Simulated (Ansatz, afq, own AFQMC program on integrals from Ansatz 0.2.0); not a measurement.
## Where AFQMC and coupled cluster stand for SiHO, quartet

```xyz
3

Si    0.0000   -0.5959    1.3216
O     0.0000   -0.0821   -3.4277
H     0.0000    0.6780    2.1062
```

Connectivity, by distances: SiH ··· O.

Basis cc-pVDZ. Only valence electrons are correlated. Ansatz 0.2.0 and our own AFQMC program on the same integrals; the CISD trial comes from CCSD amplitudes, and released means the phaseless constraint is let go. Uncertainties: one standard error, sampling alone.

Determinant: UHF, the one that the program's search chose, which needn't be the lowest solution. The geometry is a point of a scan.

No full CI on the walks' own integrals is used here; CCSDT(Q) serves as the reference and is uncertain by about the last step of the cluster series.

Cautions: lower spins were not checked.

* T1 diagnostic: 0.0123
* weight of the determinant in the CISD state: 0.899
* ⟨S²⟩ of the determinant: 3.772
* size of the correlated space: 11 electrons in 31 orbitals

```csv
level,correlation energy (eV)
MP2,-4.5378
CCSD,-5.6093
CCSD(T),-5.6745
```

Q: Estimate where phaseless AFQMC with a CISD trial lies against CCSD(T) on the same integrals.

A: 0.34 ± 0.23 kcal/mol below CCSD(T). The gap is under twice the noise, so this walk alone can't tell the two apart.

Reference: CCSDT(Q), correlation energy -5.695 eV. The released energy is read at 2.40 1/Eh (meV from the phaseless value at times in 1/Eh: -16 ± 16 at 0.24, -7 ± 13 at 0.51, 6 ± 12 at 0.99, -2 ± 14 at 1.62, 1 ± 15 at 2.40).

| level | E − E(reference) (kcal/mol) | share of correlation (%) |
| --- | --- | --- |
| CCSD(T) | 0.48 | 99.63 |
| CCSDT | 0.07 | 99.95 |
| ph-AFQMC/CISD | 0.14 ± 0.23 | 99.89 |
| released AFQMC | 0.16 ± 0.34 | 99.88 |

A walk keeps the symmetry of its determinant, which the program's search chose and which needn't be the lowest solution, so a lower state of the same spin and another symmetry isn't excluded. Released energies are given only where the last usable release times agree within the noise; a slower fall can still hide under it.
